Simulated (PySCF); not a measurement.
## Gas-phase XPS of amide anion, computed

Compound: amide anion, NH2 (charge -1).
Z-matrix (Å and degrees, PBE0-D3(BJ)/def2-SVP geometry), rows numbered from 1:
```
N 
H   1  1.0515
H   1  1.0514  2   96.07
```

Computed with delta-SCF UKS SCAN, pcX-2 on the ionised atom, pcseg-1 elsewhere, spin-free X2C (PySCF). Vertical ΔSCF values, vacuum level as zero.

List the computed XPS lines with their assignment.

| atom(s) | bonded to | level | binding energy (eV) | count |
| --- | --- | --- | --- | --- |
| N1 | 2 H | N 1s | 395.01 | 1 |

Express the binding energy of N 1s of N1 in atomic units and per mole.

395.01 eV = 14.5163 Eh = 38113 kJ/mol.

What is the longest wavelength that can ionise N 1s of N1 vertically?

λ = hc/E = 12398.42 eV Å / 395.01 eV = 31.388 Å.

The species carries charge -1, so core ionisation leaves a neutral species. The basis sets have no added diffuse functions. Geometry: PBE0-D3(BJ)/def2-SVP; no solvent, vibrations or thermal averaging. The geometry's basis has no diffuse functions, a weakness for an anion.
